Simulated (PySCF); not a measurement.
Si2PH5

Si2PH5 is a silylene (divalent Si1, bonded to 1 P + 1 H), neutral, singlet. The structure, one conformer, was relaxed in the gas phase by PBE0-D3(BJ)/def2-SVP. No frequency run checks that it is a minimum.

The strong deshielding of the divalent centre rests on a low-lying excitation, and density functionals tend to overstate it.

SMILES: [SiH]P[SiH3]

```xyz
8

Si    2.602    0.019    0.299
P     0.799    0.018   -0.934
Si   -1.180    0.000    0.113
H     1.871    0.946    1.280
H     0.792   -1.079   -1.833
H    -1.429   -1.277    0.847
H    -1.127    1.139    1.074
H    -2.281    0.205   -0.875
```
Atom numbers follow the order of the file, from 1.

Shieldings: GIAO PBE0/pcSseg-2. Shifts are against computed references at the same level: H TMS (σ 31.24 ppm), Si TMS (σ 341.3 ppm). Core levels by delta-SCF with SCAN, pcX-2 on the ionised atom and pcseg-1 elsewhere, spin-free X2C (2p3/2 is the spin-free 2p value less a third of a first-order spin-orbit splitting); from the vacuum level, for chosen atoms.

Give the shieldings and core levels atom by atom.


```
   atoms   bonded to  σ (ppm)  δ (ppm)  core level (eV)
     Si1   1 P + 1 H   -154.7    496.0                -
      P2  2 Si + 1 H    316.8        -     2p3/2 135.95
     Si3   1 P + 3 H    418.7    -77.4     2p3/2 107.00
      H4        1 Si    20.46    10.78                -
      H5         1 P    25.50     5.74                -
H6 H7 H8        1 Si    26.68     4.56                -
```

Values are those of this one static structure, with the three H of a rotating XH3 group averaged; atoms that internal rotation interchanges would show their mean in an NMR spectrum.

Core levels of Si1 are left out, their hole states being strongly spin-contaminated.

By CAM-B3LYP/def2-SVPD (TDDFT singlets, Tamm-Dancoff triplets, ionisation by delta-SCF), where does absorption start, and what does vertical ionisation take?

The lowest singlet lies at 2.93 eV (f 0.012), the strongest of the first 6 at 6.00 eV (f 0.123), the lowest triplet at 1.80 eV; vertical ionisation takes 8.58 eV.
